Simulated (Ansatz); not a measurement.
Gas-phase electronic energies from Ansatz, PBE0-D4/def2-TZVP geometries. CCSD(T)/CBS is the MP2 limit (def2-TZVPP, def2-QZVPP) plus CCSD(T) − MP2 in def2-TZVPP, frozen cores. This one scheme is used for every species. Functionals use def2-TZVPP. One conformer a species, not always the lowest.

`CC(Cl)CCl` + H₂ → `CC(C)Cl` + HCl  (hydrogenolysis of a C–Cl bond)

Q: Is it downhill or uphill in electronic energy at CCSD(T)/CBS, and by how much? (An estimate is asked.)

A: Computed: Downhill: ΔE = -80.5 kJ/mol.

Q: What do these levels give: PBE-D4, PBE0-D4, PBE-QIDH, CCSD(T)/def2-SVP, HF/def2-TZVPP, MP2/def2-QZVPP? (Estimate.)

A: The calculation gave: PBE-D4 -75.2, PBE0-D4 -81.2, PBE-QIDH -84.2, CCSD(T)/def2-SVP -89.6, HF/def2-TZVPP -100.6, MP2/def2-QZVPP -76.8 kJ/mol.

Q: What do rigid-rotor, harmonic-oscillator terms from PBE0-D4/def2-TZVP frequencies (298.15 K, 1 bar) make of the CCSD(T)/CBS value? (Estimate.)

A: The calculation gave: ΔZPE = +13.5 kJ/mol, ΔH = -69.3 kJ/mol, ΔS = 26 J/(mol·K), ΔG = -77.0 kJ/mol.

Largest T1 diagnostic among the species: 0.009.

The D4 term adds +8.6 kJ/mol with B3LYP and +4.7 kJ/mol with PBE0; it sums over pairs of atoms, weighted by their polarisabilities, and B3LYP, whose exchange is more repulsive, gets the larger term. From r2SCAN to r2SCAN0 (25 % exact exchange), in def2-TZVPP and without D4, ΔE moves by −4.5 kJ/mol.

B3LYP here is the variant with VWN-RPA as its local correlation; programs differ in this.
